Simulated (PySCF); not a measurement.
wavenumber (cm⁻¹), absorption (km/mol per cm⁻¹) and a bar:
```
        0      0.001 
       20      0.001 
       40      0.001 
       60      0.001 
       80      0.001 
      100      0.001 
      120      0.001 
      140      0.001 
      160      0.001 
      180      0.001 
      200      0.001 
      220      0.001 
      240      0.001 
      260      0.001 
      280      0.002 
      300      0.002 
      320      0.002 
      340      0.002 
      360      0.002 
      380      0.002 
      399      0.003 
      419      0.003 
      439      0.005 
      459      0.008 
      479      0.021 
      499      0.011 
      519      0.006 
      539      0.005 
      559      0.005 
      579      0.006 
      599      0.006 
      619      0.007 
      639      0.008 
      659      0.010 
      679      0.012 
      699      0.014 
      719      0.018 
      739      0.023 
      759      0.030 #
      779      0.041 #
      799      0.060 #
      819      0.097 ##
      839      0.181 ###
      859      0.433 ########
      879      1.527 ###########################
      899      1.698 ##############################
      919      0.476 ########
      939      0.199 ####
      959      0.116 ##
      979      0.096 ##
      999      0.151 ###
     1019      0.297 #####
     1039      0.104 ##
     1059      0.046 #
     1079      0.028 
     1099      0.020 
     1119      0.015 
     1139      0.012 
     1159      0.010 
     1178      0.008
```

This is the computed harmonic infrared spectrum of singlet OF₂, Lorentzian lines of 29 cm⁻¹ full width. Computed with B3LYP in PySCF with O def2-TZVP, F def2-TZVP; no relativity; density-fitted integrals.

Which bands make it up, and how are they assigned?

In C2v symmetry, counting bands above 1 % of the strongest: 890 cm⁻¹ (b2, 108 km/mol); 1017 cm⁻¹ (a1, 12 km/mol).
